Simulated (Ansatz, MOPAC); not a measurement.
Species: LiH, charge 0, multiplicity 1. SMILES: [LiH]

Atoms: Li1, H2. Bonds: Li1-H2.

Bond lengths (Å) and angles (degrees) optimised at PM3 with MOPAC; HF/STO-3G with Ansatz (an electronic-structure program); PBE/6-31G* with Ansatz; B3LYP/LANL2DZ with Ansatz; B3LYP/6-31G* with Ansatz; MP2/6-31G* with Ansatz, each started from the B3LYP-D3(BJ)/def2-TZVP structure (Ansatz) of the last column. A row stands for all coordinates that are equal there. 6-31G* holds six Cartesian d functions.

| coordinate | PM3 | HF/STO-3G | PBE/6-31G* | B3LYP/LANL2DZ | B3LYP/6-31G* | MP2/6-31G* | B3LYP-D3(BJ)/def2-TZVP |
|---|---|---|---|---|---|---|---|
| Li1-H2 | 1.540 | 1.511 | 1.638 | 1.619 | 1.621 | 1.640 | 1.591 |

Mean signed difference of all 1 bond lengths from B3LYP-D3(BJ)/def2-TZVP: PM3 -0.050 Å, HF/STO-3G -0.080 Å, PBE/6-31G* 0.047 Å, B3LYP/LANL2DZ 0.028 Å, B3LYP/6-31G* 0.030 Å, MP2/6-31G* 0.050 Å.
